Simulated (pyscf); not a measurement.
Optimised with ωB97X-D3(BJ)/def2-SVP in PySCF.

**Question.** HO–AsH₂ + silane (SiH₄) → H₃Si–O–AsH₂ + hydrogen (H₂)
Surface: singlet. Broken: H–O, H–Si. Formed: O–Si, H–H. Give ΔE‡ and ΔE from ωB97M-D3(BJ)/def2-TZVP, relative to the separated reactants.

**Answer.** ΔE‡ = 32.6 kcal/mol, ΔE = -17.7 kcal/mol. Zero-point energy shifts the barrier by -1.1 kcal/mol. It is a four-centre exchange, with an imaginary mode of 1259i cm⁻¹. The same reactants have a lower exit, to AsH₃ + HO–SiH₃ (barrier +26.0 kcal/mol at ωB97M-D3(BJ)/def2-TZVP, against +32.6 kcal/mol here). H₃Si–O–AsH₂ lies 10.7 kcal/mol over its isomer HO–SiH₂–AsH₂ (electronic energy, ωB97M-D3(BJ)/def2-TZVP). This is the saddle that the search found; another between the same sides may lie lower. Elements up to Kr have no core potential and no relativistic terms here.
